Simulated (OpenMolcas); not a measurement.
**CH6BO− ([B(OMe)H3]-): MP2/ANO-RCC-VDZ (DKH2)**

We compute a structure relaxation of CH6BO− ([B(OMe)H3]-). 

Program for the calculation: OpenMolcas 26.06.

### Step 1. Starting point

CH6BO−: 9 atoms, total charge -1, spin state singlet. SMILES: `[H][B-]([H])([H])OC`. The shape comes from GFN2-xTB, which is rough for such elements, and wasn't checked as a minimum. The run starts from this shape.

Bond lengths: B1–O2 1.521 Å, O2–C3 1.363 Å, C3–H4 1.111 Å, C3–H5 1.106 Å, C3–H6 1.111 Å, B1–H7 1.235 Å, B1–H8 1.212 Å, B1–H9 1.235 Å. Some angles: B1–O2–C3 113.1°, O2–B1–H7 110.1°, O2–B1–H8 106.6°, O2–B1–H9 110.1°, O2–C3–H4 112.8°, O2–C3–H5 109.6°, O2–C3–H6 112.7°, H7–B1–H8 110.7°, H7–B1–H9 108.7°, H8–B1–H9 110.7°.

### Step 2. A structure relaxation at MP2/ANO-RCC-VDZ (DKH2)

Contents of run.input:

```
* CH6BO MP2
&GATEWAY
Coord
9
angstrom
B       -0.386150       0.614300      -0.974770
O       -0.355250       0.555070       0.544390
C        0.327350      -0.522760       1.024140
H       -0.106050      -1.489310       0.690250
H        0.310150      -0.511210       2.129510
H        1.391020      -0.534720       0.703660
H        0.764650       0.670900      -1.420030
H       -1.008470       1.611420      -1.270020
H       -0.937270      -0.393690      -1.427130
Basis
ANO-RCC-VDZ
Group
NoSym
>>> EXPORT MOLCAS_MAXITER=40
>>> Do While
&SEWARD
&SCF
Charge
-1
PrOrbitals
0
&MBPT2
Frozen
3
Grdt
&SLAPAF
>>> EndDo
```

Started as:

```console
$ export MOLCAS_MEM=1860
$ pymolcas run.input > run.log
```

Q: Predict the results. Wanted: total energy at the end; HOMO energy; LUMO energy; HOMO–LUMO gap; correlation energy.

Answer, from the run:

At MP2/ANO-RCC-VDZ (DKH2), 3 core orbitals frozen:

| quantity | value |
| --- | --- |
| total energy at the end | -141.24266 Eh |
| HOMO energy (Hartree–Fock orbitals) | -4.58 eV |
| LUMO energy (Hartree–Fock orbitals) | 6.46 eV |
| HOMO–LUMO gap (Hartree–Fock orbitals) | 11.04 eV |
| correlation energy (3 core orbitals frozen) | -289.8 mEh |

In words: At the final geometry: Bond lengths: B1–O2 1.555 Å, O2–C3 1.446 Å, C3–H4 1.114 Å, C3–H5 1.107 Å, C3–H6 1.114 Å, B1–H7 1.262 Å, B1–H8 1.242 Å, B1–H9 1.262 Å. Some angles: B1–O2–C3 114.3°, O2–B1–H7 109.8°, O2–B1–H8 107.3°, O2–B1–H9 109.8°, O2–C3–H4 111.7°, O2–C3–H5 108.5°, O2–C3–H6 111.7°, H7–B1–H8 110.8°, H7–B1–H9 108.3°, H8–B1–H9 110.8°. The optimisation took 7 steps and changed the energy by -0.162 eV.
